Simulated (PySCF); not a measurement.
Predicted microwave data (PBE0-D3(BJ)/def2-SVP geometry optimisation, gas phase in PySCF) for one isomer of C4H3NS:

* Rotational constants: A = 5223, B = 1721, C = 1305 MHz
* Dipole components: |μa| = 2.51 D, |μb| = 3.06 D, |μc| = 0.00 D
* Inertial defect: -3.21 u·Å²
* κ: -0.79

Problem. Which candidate fits, each taken in the one conformer that was computed?
A. `[N:1]#[C:2]/[CH:3]=[CH:4]\[CH:5]=[S:6]` with C3–C4–C5–S6 -179°
B. `CC(=C=S)C#N`
C. `[N:1]#[C:2][CH2:3][CH:4]=[C:5]=[S:6]` with C2–C3–C4–C5 -114°

Solution. B. It is CC(=C=S)C#N, an asymmetric top, point group Cs. The candidates at the same level (rigid rotor, commonest isotopes):

| SMILES | A (MHz) | B (MHz) | C (MHz) | μa (D) | μb (D) | μc (D) | Δ (u·Å²) | point group | rotor |
| --- | --- | --- | --- | --- | --- | --- | --- | --- | --- |
| N#CCC=C=S | 11691 | 1096 | 1054 | 2.15 | 2.44 | 0.67 | -25.18 | C1 | near-prolate asymmetric top |
| N#C/C=C\C=S | 9576 | 1302 | 1146 | 0.36 | 2.91 | 0.00 | 0.00 | Cs | near-prolate asymmetric top |
| CC(=C=S)C#N | 5223 | 1721 | 1305 | 2.51 | 3.06 | 0.00 | -3.21 | Cs | asymmetric top |

`N#CCC=C=S` has A 124 % too high; `N#C/C=C\C=S` has A 83 % too high. In the right answer the mirror of this Cs structure is the ab plane, so μc vanishes by symmetry. No structure here is proved a minimum.
